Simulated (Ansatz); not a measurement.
# C4H7N: small, medium and large basis sets

Aim: see how fast density functionals converge with the basis set for C4H7N.

The runs use Ansatz 0.2.0, Gaussian basis; one geometry, several basis sets.

The runs, in order: PBE0-D4/def2-SVP; ωB97M-V/def2-SVP; PBE0-D4/def2-QZVPP; ωB97M-V/def2-QZVPP; the functionals' def2-TZVPP values are taken from earlier runs.

## 1. Structure used throughout

The geometry comes from an earlier relaxation with PBE0-D4 in a triple-zeta def2 set; it is a stationary point, not always the lowest conformer.

SMILES `CCCC#N`, 12 atoms, charge 0, spin multiplicity 1.

Atoms are counted from 1 here; the program's logs count them from 0.

Bond lengths: C1–C2 1.517 Å, C1–H6 1.091 Å, C1–H7 1.093 Å, C1–H8 1.093 Å, C2–C3 1.529 Å, C2–H9 1.093 Å, C2–H10 1.093 Å, C3–C4 1.453 Å, C3–H11 1.095 Å, C3–H12 1.095 Å, C4–N5 1.150 Å. Angles: C2–C1–H6 111.0°, C2–C1–H7 111.3°, C2–C1–H8 111.3°, H6–C1–H7 107.7°, H6–C1–H8 107.7°, H7–C1–H8 107.7°, C1–C2–C3 111.6°, C1–C2–H9 110.4°, C1–C2–H10 110.4°, C3–C2–H9 108.9°, C3–C2–H10 108.9°, H9–C2–H10 106.5°, C2–C3–C4 112.7°, C2–C3–H11 110.4°, C2–C3–H12 110.4°, C4–C3–H11 108.2°, C4–C3–H12 108.2°, H11–C3–H12 106.7° and more.

## 2. PBE0-D4 in def2-SVP

in.yaml

```yaml
crystal:
  periodic: [false, false, false]
  atoms:
    - {symbol: C, position_ang: [-1.393552, -0.770336, 0.181824]}
    - {symbol: C, position_ang: [0.034925, -0.537005, -0.272881]}
    - {symbol: C, position_ang: [0.558232, 0.822180, 0.192633]}
    - {symbol: C, position_ang: [1.926579, 1.070057, -0.230188]}
    - {symbol: N, position_ang: [3.009142, 1.245256, -0.575086]}
    - {symbol: H, position_ang: [-1.757030, -1.742606, -0.155401]}
    - {symbol: H, position_ang: [-2.067072, -0.007100, -0.217301]}
    - {symbol: H, position_ang: [-1.472243, -0.746053, 1.272090]}
    - {symbol: H, position_ang: [0.690625, -1.321328, 0.114400]}
    - {symbol: H, position_ang: [0.100654, -0.588210, -1.362903]}
    - {symbol: H, position_ang: [-0.072182, 1.627516, -0.197624]}
    - {symbol: H, position_ang: [0.518921, 0.892329, 1.284339]}
basis:
  gaussian: {orbitals: def2-SVP}
hamiltonian: {xc: pbe0, dispersion: d4}
output: {orbitals: {seedname: orbitals}}
```

Started as:

```
> ansatz run in.yaml --threads 4 --pin off --events-out ev --progress --plain --max-ram 10444MiB
```

After this run come: ωB97M-V in def2-SVP; PBE0-D4 in def2-QZVPP; ωB97M-V in def2-QZVPP.

**Question.** What will the summary of the whole plan be? Wanted: PBE0-D4: double and triple zeta above quadruple; ωB97M-V: double and triple zeta above quadruple.

**Answer**, as computed:

| quantity | value |
| --- | --- |
| PBE0-D4: double and triple zeta above quadruple | 6.68, 0.31 eV |
| ωB97M-V: double and triple zeta above quadruple | 7.01, 0.30 eV |

What this shows: PBE0-D4 gains 6.37 eV from double to triple zeta, then 0.31 eV more. Total energies overstate the basis error of differences, where much of it tends to cancel. The LUMO of ωB97M-V is positive and keeps falling with the basis (2.88 to 1.52 eV): an unbound level that the basis holds in place.
